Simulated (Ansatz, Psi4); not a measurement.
**SF2 (sulfur difluoride): from total energies to a heat of formation**

The species is SF2 (3 atoms), meant as a singlet with charge 0. As SMILES, `FSF`. Geometry: relaxed at PBE0-D4/def2-TZVP.

```xyz
3

F     0.4401    1.1164    0.3654
S    -0.6020    0.1265   -0.3152
F     0.1618   -1.2430   -0.0502
```

Total energies at wB97M-V/def2-TZVP (Psi4 1.11); the atoms run unrestricted:

```
species    state  energy (Eh)
    SF2  singlet  -597.866887
      F  doublet   -99.745273
      S  triplet  -398.090695
```

Harmonic wavenumbers at PBE0-D4/def2-TZVP, in cm⁻¹: 355, 834, 862.

Measured heats of formation of the gaseous atoms at 298.15 K, in kJ/mol: F 79.4, S 277.0. Spin-orbit lowering of the atoms at 298 K (mean of the ground term's levels less their thermal mean, from spectra), in kJ/mol: F 1.29, S 1.88. Take 1 Eh = 2625.50 kJ/mol, 1 cm⁻¹ = 0.0119627 kJ/mol, RT = 2.479 kJ/mol.

Q: What heat of formation follows?

A: 
1. Electronic atomisation energy: 2 × (-99.745273) + (-398.090695) − (-597.866887) = 0.285646 Eh = 750.0 kJ/mol.
2. Zero-point energy: half the sum of the wavenumbers, 1025.5 cm⁻¹ = 12.3 kJ/mol.
3. Thermal vibrational enthalpy, Σ hcν̃/(exp(hcν̃/kT) − 1): 1.3 kJ/mol. Translation, rotation and pV of a non-linear molecule: 4 RT = 9.9 kJ/mol.
4. The 3 free atoms carry 5/2 RT each: 18.6 kJ/mol.
5. Spin-orbit coupling lowers the free atoms by 2 × 1.29 + 1.88 = 4.5 kJ/mol.
6. Atomisation enthalpy at 298 K: 750.0 − 4.5 − 12.3 − 1.3 − 9.9 + 18.6 = 740.6 kJ/mol.
7. Sum of the atoms' heats of formation: 435.8 kJ/mol. Heat of formation: 435.8 − 740.6 = -304.8 kJ/mol.

The tabulated value is -296.6 kJ/mol (NIST-JANAF tables), so this level is off by -8.2 kJ/mol, or 1.1 % of the atomisation enthalpy that the table implies (732.4 kJ/mol). Anharmonicity and any spin-orbit splitting of the molecule are left out.
